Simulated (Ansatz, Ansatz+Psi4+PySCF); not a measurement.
```yaml
atoms:
  - { symbol: S, position_ang: [-0.0019, 0.0096, -0.4986] }
  - { symbol: O, position_ang: [-0.0055, -0.0002, 0.9929] }
```

Basis set: cc-pVTZ (spherical functions). Left uncorrelated: 6 orbitals. Charge 0, multiplicity 3.

Computed with Ansatz (development build ahead of 0.2.0); each method stands on the lowest determinant of its kind that the runs found.

The atomization energy at this shape (free ground-state atoms in the same class of orbitals less the molecule, no zero-point energy) of triplet SO:

```tsv
method	atomization energy
UHF	213.6 kJ/mol
```

Task: What does UHF-MP2 give?

Result: 518.7 kJ/mol.
